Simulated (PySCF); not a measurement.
Ionisation energies (eV) were calculated with PySCF 2.14 by LDA, MP2 (valence), UHF, in another order, as differences of total energies without spin-orbit coupling. The measured values are between term centres (NIST).

```json
{"species": "He (ANO-RCC-VTZP, spin-free X2C)", "measured": "24.587", "A": "23.467", "B": "24.353", "C": "24.319"}
{"species": "Mg (ANO-RCC-VTZP, spin-free X2C)", "measured": "7.646", "A": "6.621", "B": "7.189", "C": "7.731"}
{"species": "Ar (ANO-RCC-VTZP, spin-free X2C)", "measured": "15.819", "A": "14.543", "B": "15.694", "C": "16.015"}
{"species": "Cr (ANO-RCC-VTZP, spin-free X2C)", "measured": "6.767", "A": "6.025", "B": "6.489", "C": "7.622"}
{"species": "Sr (ANO-RCC-VTZP, spin-free X2C)", "measured": "5.695", "A": "4.742", "B": "5.197", "C": "5.866"}
{"species": "Rh (ANO-RCC-VTZP, spin-free X2C)", "measured": "7.479", "A": "6.341", "B": "7.291", "C": "8.208"}
{"species": "Gd (ANO-RCC-VTZP, spin-free X2C)", "measured": "6.163", "A": "4.927", "B": "5.891", "C": "6.303"}
{"species": "Yb+ (ANO-RCC-VTZP, spin-free X2C)", "measured": "12.179", "A": "11.281", "B": "12.128", "C": "12.552"}
```

Task: Which column is which method?

Result: A is UHF (mean error -1.05 eV); B is MP2 (valence) (mean error -0.26 eV); C is LDA (mean error 0.29 eV). Hartree-Fock lacks the correlation of the electron removed and comes out lowest. Valence MP2 in a finite basis recovers only part of the missing correlation, so it stays below experiment on average. LDA overbinds the outer electron and comes out highest.
